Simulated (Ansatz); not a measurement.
Results of revPBE (Ansatz, a quantum-chemistry and plane-wave program, PAW) for rock-salt ZrC.

Numerical settings: plane-wave cutoff 520 eV, 24×24×24 k mesh, Fermi–Dirac smearing 0.057 eV (set by the program), scalar-relativistic PAW data made under PBE.

Computed at the level's own relaxed cell.

Elastic tensor (GPa, Voigt notation, ions relaxed):

```
  441.6   102.1   102.1     0.0     0.0     0.0
  102.1   441.6   102.1     0.0     0.0     0.0
  102.1   102.1   441.6     0.0     0.0     0.0
    0.0     0.0     0.0   150.8     0.0     0.0
    0.0     0.0     0.0     0.0   150.8     0.0
    0.0     0.0     0.0     0.0     0.0   150.8
```

Worked from these constants: the tetragonal shear constant is C′ = (C11 − C12)/2 = 169.8 GPa against C44 = 150.8 GPa, so the C44 shear is the softer. The Zener ratio C44/C′ is 0.89 (1 for an isotropic solid), and the Cauchy pressure C12 − C44 is -48.7 GPa. With C11 + 2C12 = 645.8 GPa all three Born conditions hold; they don't test modes at the zone boundary.

Measured, for comparison: elastic constant C11 470 GPa, elastic constant C12 100 GPa, elastic constant C44 160 GPa (temperature not stated, no zero-point or thermal correction; as tabulated in Wu et al. (2005), arXiv:cond-mat/0412374). Computed (rounded) less measured: elastic constant C11 -6 %, elastic constant C12 +2 %, elastic constant C44 -6 %. A static lattice is as a rule a little smaller and stiffer than an uncorrected measurement, which narrows the difference in the elastic constant C12 and would widen misses of the other sign.

Static lattice: no zero-point or thermal effects.
